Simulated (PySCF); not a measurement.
# CH5FO, a complex of two parts: interaction energy

The task here is to estimate one member of a computed series from the others.

Computed with PySCF 2.14.0; each step states its level. No surroundings beyond the atoms listed, unless a continuum is named. Atoms count from 0, parts from 1.

## Starting point

8 atoms, charge 0, multiplicity 1; geometry: GFN2-xTB. Parts: 1 = atoms 0–1, `F`, charge 0; 2 = atoms 2–7, `CO`, charge 0.

The first run:

The job: settings as JSON, then the geometry in Å.

```
{"job": {"xc": "PBE0", "basis": "def2-SVPD", "d3": "d3bj", "grid": 2, "kind": "geom", "shake": 0.01}, "charge": 0, "multiplicity": 1, "parts": [{"atoms": "0-1", "charge": 0, "multiplicity": 1}, {"atoms": "2-7", "charge": 0, "multiplicity": 1}]}
F      0.131248     0.614815     0.121529
H     -0.836475     0.721674     0.275833
C     -2.709349     2.352230     0.638660
O     -2.373116     1.009270     0.311327
H     -2.252793     3.036390    -0.089647
H     -2.249005     2.537921     1.622149
H     -3.756748     2.521280     0.705996
H     -2.770637     0.807866    -0.552496
```

Command:

```console
$ OMP_NUM_THREADS=1 python cluster_run.py task.json out
```

This one command runs all jobs of the session in turn.

Among the steps run: Geometry optimisation at PBE0-D3(BJ)/def2-SVPD; Coupled-cluster interaction energy: CCSD(T) and MP2.

One of the session's tables, all rows but one given; the rest of the session is left out.

It belongs to the step «Coupled-cluster interaction energy: CCSD(T) and MP2». 

| method | interaction energy (kcal/mol) |
| --- | --- |
| HF/aug-cc-pVDZ | -8.25 |
| MP2/aug-cc-pVDZ | -9.03 |
| CCSD/aug-cc-pVDZ | -8.59 |
| CCSD(T)/aug-cc-pVDZ | -8.82 |
| HF/aug-cc-pVTZ | -8.38 |
| MP2/aug-cc-pVTZ | -9.79 |
| SCS-MP2/aug-cc-pVTZ | ? |
| MP2, extrapolated | -10.05 |
| CCSD(T), limit estimate | -9.84 |

Estimate the missing values for SCS-MP2/aug-cc-pVTZ.

As computed: interaction energy (kcal/mol): -8.97. In the column «interaction energy (kcal/mol)» it lies between MP2/aug-cc-pVDZ (-9.03) and CCSD(T)/aug-cc-pVDZ (-8.82).

To keep in mind: The interaction energy leaves out the deformation of the parts, 0.36 kcal/mol (MP2); added to the CCSD(T) estimate it gives a binding of about -9.48 kcal/mol.
